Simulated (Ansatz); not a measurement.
Cost and result for the atomization energy of `C1=C[C@H]2C[C@H]2C1` (14 atoms, 15 bonds).

Z-matrix (Å, degrees):
```
C
C 1 1.483
C 1 1.513 2 104.9
C 1 1.506 2 114.5 3 -62.7
H 1 1.083 2 120.8 3 143.7
C 2 1.331 1 111.7 3 0.1
H 2 1.084 1 123.1 3 177.7
C 3 1.517 1 107.6 2 2.9
H 3 1.082 1 120.3 2 143.6
H 4 1.084 1 117.2 2 -16.0
H 4 1.084 1 117.6 2 -159.8
H 6 1.084 2 125.1 1 175.7
H 8 1.096 3 111.4 1 115.0
H 8 1.096 3 112.3 1 -125.7
```

The species carries charge 0 and has multiplicity 1. The geometry is a stationary point of PBE0-D4/def2-TZVP. Program: Ansatz. All runs use 4 threads of an Arm Neoverse N1 on a shared host. Times are those of one run each, without the atoms' runs, and a repeat can differ threefold. Electronic energies, without spin–orbit coupling; frozen cores. CCSD(T)/CBS adds CCSD(T) − MP2 in def2-TZVPP to the MP2 limit, and its time is that of the two runs behind it. T1 = 0.010. B3LYP takes the VWN-RPA correlation (the form of Gaussian; ORCA's B3LYP/G). HSE06 is the plane-wave form, built on full-range PBE exchange.

CCSD(T)/CBS is a level of theory with its own doubt, some kJ/mol a heavy atom from the limit and from the frozen cores, so smaller differences don't rank the functionals.

```
                             level  functions  wall time
                BLYP-D4/def2-TZVPP        298        5 s
               BHLYP-D4/def2-TZVPP        298        7 s
               HSE06-D4/def2-TZVPP        298      7.5 s
           CAM-B3LYP-D4/def2-TZVPP        298       11 s
 B3LYP-D4/def2-TZVPP (with forces)        298       11 s
r2SCAN-D4/def2-TZVPP (with forces)        298       12 s
                 B2PLYP/def2-TZVPP        298       14 s
             r2SCANh-D4/def2-TZVPP        298       15 s
                  CCSD(T)/def2-SVP        124       19 s
                 B97M-V/def2-TZVPP        298       24 s
                    MP2/def2-QZVPP        582       73 s
                CCSD(T)/def2-TZVPP        298     24 min
                 CCSD(T)/CBS(def2)          –     25 min
```

(1) What atomization energy does each give, and how far from CCSD(T)/CBS? (An estimate is asked.)

## Answers

(1) Ansatz gave: 
| level | atomization (kcal/mol) | difference from CCSD(T)/CBS | per bond |
| --- | --- | --- | --- |
| BLYP-D4/def2-TZVPP | 1458.7 | -3.9 | -0.3 |
| BHLYP-D4/def2-TZVPP | 1425.9 | -36.7 | -2.4 |
| HSE06-D4/def2-TZVPP | 1489.0 | 26.4 | 1.8 |
| CAM-B3LYP-D4/def2-TZVPP | 1470.7 | 8.1 | 0.5 |
| B3LYP-D4/def2-TZVPP (with forces) | 1464.2 | 1.6 | 0.1 |
| r2SCAN-D4/def2-TZVPP (with forces) | 1472.7 | 10.1 | 0.7 |
| B2PLYP/def2-TZVPP | 1451.9 | -10.7 | -0.7 |
| r2SCANh-D4/def2-TZVPP | 1466.3 | 3.7 | 0.2 |
| CCSD(T)/def2-SVP | 1414.3 | -48.3 | -3.2 |
| B97M-V/def2-TZVPP | 1470.4 | 7.8 | 0.5 |
| MP2/def2-QZVPP | 1478.9 | 16.3 | 1.1 |
| CCSD(T)/def2-TZVPP | 1430.8 | -31.8 | -2.1 |
| CCSD(T)/CBS(def2) | 1462.6 | 0.0 | 0.0 |

In def2-TZVPP, CCSD(T) changes the Hartree–Fock value by +338.5 kcal/mol (the triples alone add +22.5 kcal/mol) and MP2 by +368.0 kcal/mol; breaking electron pairs costs correlation energy, which Hartree–Fock lacks. The D4 term adds +11.8 kcal/mol with B3LYP and +6.1 kcal/mol with PBE0; it sums over pairs of atoms, weighted by their polarisabilities, and B3LYP, whose exchange is more repulsive, gets the larger term. From r2SCAN to r2SCAN0 (25 % exact exchange), in def2-TZVPP and without D4, the atomization energy moves by −15.9 kcal/mol: exact exchange takes away binding that semilocal exchange gives to molecules.
